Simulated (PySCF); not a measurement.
# OSe (SeO): the cost of one run

Computed with PySCF 2.14.0 and routines of our own; the level stands in each step. Atoms count from 0.

## Step 1: The starting structure

2 atoms, charge 0, multiplicity 3; geometry from: GFN2-xTB.

## Step 2: Relaxing the molecule at PBE0-D3(BJ)/def2-SVP

Job settings and geometry (Å):

```
{"job": {"xc": "PBE0", "basis": "def2-SVP", "d3": "d3bj", "grid": 1, "maxiter": 30, "shake": 0.01, "kind": "geom"}, "charge": 0, "multiplicity": 3}
O      0.823800    -0.028140     0.000970
Se    -0.806310    -0.000680    -0.013090
```

The run is started by

```sh
OMP_NUM_THREADS=1 python heavy_run.py task.json out
```

One launch serves the whole session: the jobs run in the order shown.

**Question.** How long does this run take on 1 thread of Arm Neoverse N1, shared host?

About 4.7 s.
